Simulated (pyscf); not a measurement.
Routes from HO–B(OH)–OH (SMILES OB(O)O) + BH₃ (SMILES B)

Candidate steps break at most two bonds and form at most two. Each was searched with GFN2-xTB (tblite) first. Single points on ωB97X-D3(BJ)/def2-SVP structures (PySCF, gas phase). Energies: ωB97M-D3(BJ)/def2-TZVP, kcal/mol, from the separated reactants, singlet surface; ΔG‡ with ideal gas, 1 atm, RRHO with modes under 100 cm⁻¹ raised to 100, one conformer, R ln 2 for chiral ones without a mode under 150 cm⁻¹.

```json
[
 {"products": "H₂B–O–B(OH)–OH + H₂", "type": "four-centre exchange", "ΔE‡": "15.4", "ΔE": "-26.0", "ΔG‡ 298 K": "24.1", "ΔG‡ 900 K": "43.3", "ν‡ (cm⁻¹)": "1441i"},
 {"products": "H₂O + H₂B–B(OH)–OH", "type": "four-centre exchange", "ΔE‡": "63.0", "ΔE": "+37.1", "ΔG‡ 298 K": "72.7", "ΔG‡ 900 K": "92.5", "ν‡ (cm⁻¹)": "1325i"}
]
```

Row 1: On the reactant side the descent ends in an adduct with a B–O contact (not fully relaxed), 8.6 kcal/mol under the separated species and 24.5 kcal/mol under the saddle at ωB97X-D3(BJ)/def2-TZVP. Row 2: On the reactant side the descent ends in an adduct with a B–O contact (not fully relaxed), 16.5 kcal/mol under the separated species and 79.6 kcal/mol under the saddle at ωB97X-D3(BJ)/def2-TZVP. 

Plain bond fissions and candidates not yet searched are not listed, and one of them may be faster. Each barrier is that of the saddle found; lower ones may exist.
